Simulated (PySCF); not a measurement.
## Basis and Hamiltonian dependence of the ionisation energy of He

He 1s2 (1S) → He+ 1s1 (2S). Calculated with PySCF 2.14 from differences of total energies of unrestricted determinants, without spin-orbit coupling. Values in eV.

```tsv
basis	Hamiltonian	functions	UHF	LDA	PBE0	MP2 (valence)	CCSD(T) (valence)
6-31G*	non-relativistic	2	23.444	24.228	n/a	23.749	23.852
cc-pVDZ-DK	spin-free X2C	5	23.443	n/a	24.395	24.146	24.326
aug-cc-pVDZ-DK	spin-free X2C	9	23.438	24.284	24.430	24.172	24.359
dyall-av2z	non-relativistic	13	23.446	24.301	24.446	24.234	24.415
cc-pVTZ	non-relativistic	14	23.463	n/a	n/a	24.364	24.526
ANO-RCC-VTZP	spin-free X2C	14	23.467	24.319	24.465	24.353	24.525
pcseg-2	non-relativistic	14	23.476	n/a	24.466	24.370	24.532
def2-TZVPPD	non-relativistic	17	23.450	24.283	24.439	24.357	24.516
aug-cc-pVTZ-DK	spin-free X2C	23	23.463	24.308	24.456	24.378	24.536
dyall-acv3z	spin-free X2C	29	23.447	24.303	24.448	24.377	24.534
x2c-QZVPPall	spin-free X2C	30	23.450	24.303	24.450	24.414	24.562
x2c-QZVPPall with one added diffuse shell each of s, p, d type	spin-free X2C	39	23.450	24.305	24.450	24.418	24.563
aug-cc-pVQZ-DK	spin-free X2C	46	23.448	24.304	24.448	24.421	24.564
aug-cc-pVQZ with one added diffuse shell each of s, p, d, f type	non-relativistic	62	23.448	24.304	24.448	24.421	24.564
```

Extrapolation of CCSD(T) (valence) from aug-cc-pVTZ-DK and aug-cc-pVQZ-DK: the correlation parts are 1.073 and 1.116 eV; with the X⁻³ form and unrounded values, (4³ × 1.116 − 3³ × 1.073)/(4³ − 3³) = 1.148 eV, and adding the Hartree-Fock value 23.448 eV of the larger basis gives 24.596 eV.

Frozen in the all-electron rows: valence: nothing.

At CCSD(T) (valence), 6-31G* lies more than 0.3 eV from the median of the rows with comparable relativity.

Reference for a calculation without spin-orbit coupling: 24.587 eV (measured, between term centres; NIST).
